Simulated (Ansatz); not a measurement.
The input, for Ansatz 0.2.0:

```yaml
crystal:
  periodic: [false, false, false]
  atoms:
    - {symbol: Se, position_ang: [0.000000, 0.000000, 0.000000]}
    - {symbol: Be, position_ang: [0.000000, 0.000000, 1.867800]}
basis:
  gaussian: {orbitals: 6-31G}
total_charge: 1
magnetization: {spin_polarized: false, initial_magnetization: 1}
correlation: {method: sc_nevpt2, electrons: outside_noble_gas, active_space: {window: {electrons: 3, orbitals: 8}}}
```

```sh
$ ansatz run in.yaml --threads 1 --pin off --events-out ev --progress --plain --max-ram 2393MiB
```

Output:

```
375 factors; integrals over basis functions are off by at most 2.6e-4 eV
mean field evaluation 1: about -65681.1532 eV, gradient 1.9e1 eV
mean field evaluation 2: about -65681.2183 eV, gradient 1.9e1 eV
mean field evaluation 4: about -65682.6784 eV, gradient 1.7e0 eV
mean field evaluation 8: about -65682.7239 eV, gradient 3.0e-1 eV
mean field evaluation 16: about -65682.7272 eV, gradient 1.9e-1 eV
mean field -65682.72546389 eV, -2413.7956394476 hartree, gradient 8.4e-6 eV, S^2 0.750000; 2 other end points of the search recorded, 0 dependent functions left out
reference -65682.72546389 eV, -2413.7956394476 hartree; 19, 18 occupied and 19, 20 virtual orbitals, 375 factors
state -65683.21731037 eV, -2413.8137144724 hartree
state -65683.21731037 eV, -2413.8137144724 hartree; corrected -65684.25169367 eV, -2413.8517273574 hartree
Total energy: -65684.25169367 eV, -2413.8517273574 hartree
```

Ran on 1 thread of Arm Neoverse V1, shared host: 6 s wall, 0.19 GiB peak host memory.
